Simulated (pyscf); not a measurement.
HO–SiH=AsH + hydrogen (H₂) → :HSi–AsH₂ [singlet] + water (H₂O), a concerted two-bond exchange (singlet surface; O–Si, H–H broken, As–H, H–O formed). Structures and frequencies: ωB97X-D3(BJ)/def2-SVP in PySCF. Energies in eV from the separated reactants.

Small-basis levels: PySCF, no dispersion term, spherical d functions. GFN2-xTB: tblite. Cost: rough CPU time at the saddle relative to B3LYP/6-31G*+LANL2DZ, from one job on a shared machine.

```json
[
 {"level": "HF/STO-3G", "barrier": "2.26", "reaction energy": "+0.18", "cost": "0.1"},
 {"level": "MP2/6-31G*+LANL2DZ", "barrier": "2.55", "reaction energy": "+1.87", "cost": "0.2"},
 {"level": "B3LYP/STO-3G", "barrier": "1.45", "reaction energy": "+1.37", "cost": "0.7"},
 {"level": "M06-2X/6-31G*+LANL2DZ", "barrier": "2.10", "reaction energy": "+1.56", "cost": "2"},
 {"level": "B3LYP/6-311+G**+LANL2DZ", "barrier": "2.00", "reaction energy": "+1.19", "cost": "2"},
 {"level": "B3LYP/def2-SVP", "barrier": "1.92", "reaction energy": "+1.46", "cost": "1"},
 {"level": "GFN2-xTB", "barrier": "2.01", "reaction energy": "+1.45", "cost": "under 0.02"},
 {"level": "ωB97M-D3(BJ)/def2-TZVP", "barrier": "2.19", "reaction energy": "+1.52", "cost": "–"}
]
```

Against the last row the barrier runs from -0.74 (B3LYP/STO-3G) to +0.36 eV (MP2/6-31G*+LANL2DZ). ωB97M-D3(BJ)/def2-TZVP has limits of its own. On the product side the descent ends in an adduct with a O–Si contact, 0.74 eV under the separated species and 1.37 eV under the saddle at ωB97X-D3(BJ)/def2-TZVP. What is counted as broken (O–Si) persists as a longer contact in the product adduct; parting that adduct is a step of its own. :HSi–AsH₂ [singlet] lies 0.73 eV over its isomer H₂Si=AsH (electronic energy, ωB97M-D3(BJ)/def2-TZVP). One saddle was located; it need not be the lowest between these sides. In the def2 sets elements up to Kr have no core potential.
